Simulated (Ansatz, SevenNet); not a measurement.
Volume per atom of 1T (CdI2-type) PtS2 at several levels of theory

No measured value is used here.

Question: Put these levels in order of the volume per atom that they give for 1T (CdI2-type) PtS2, smallest first: LDA (Ansatz, an electronic-structure program), PBE (Ansatz), PBE-D4 (Ansatz), SevenNet-0 (SevenNet), r²SCAN (Ansatz).

Answer: LDA (16.60 Å³/atom), PBE-D4 (17.36 Å³/atom), r²SCAN (20.41 Å³/atom), SevenNet-0 (21.37 Å³/atom), PBE (24.04 Å³/atom)

Density-functional levels without +SOC have no spin–orbit coupling. PBE, r²SCAN, LDA: the cell comes from a level without a dispersion term, which matters for the spacing of layers, chains or molecules. Cutoffs differ between the levels. Ansatz's density-functional and Hartree–Fock values are scalar-relativistic unless marked +SOC, with PAW data made under PBE.

Machine-learned potentials (SevenNet-0) are trained on DFT data, which may include these solids.
